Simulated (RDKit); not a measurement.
RDKit input (UFF):

```python
from rdkit import Chem
from rdkit.Chem import AllChem, rdDetermineBonds

mol = Chem.MolFromXYZFile('mol.xyz')
rdDetermineBonds.DetermineBonds(mol, charge=1)
print('SMILES', Chem.MolToSmiles(Chem.RemoveHs(mol)))
ff = AllChem.UFFGetMoleculeForceField(mol)
e0 = ff.CalcEnergy()
flag = ff.Minimize(maxIts=5000, forceTol=1e-5)
print(f'energy {e0:.4f} -> {ff.CalcEnergy():.4f} kcal/mol, converged: {flag == 0}')
print(Chem.MolToXYZBlock(mol))
```
mol.xyz:
```
7

C     -0.02532157     0.79659948     0.00616620
O     -0.00968659    -0.72153609     0.05677689
H     -1.07603513     1.05857315     0.06196596
H      0.88071834    -1.11904627     0.10703011
H      0.51569145     1.10272426     0.89461166
H      0.44963847     1.10891103    -0.91835118
H     -0.54059096    -1.15847037    -0.63646886
```

Task: Which steric energies does it print, before and after the minimisation?

Result: 17.22 and 1.53 kcal/mol. They count from the force field's own zero for this bonding and are no heats of formation.
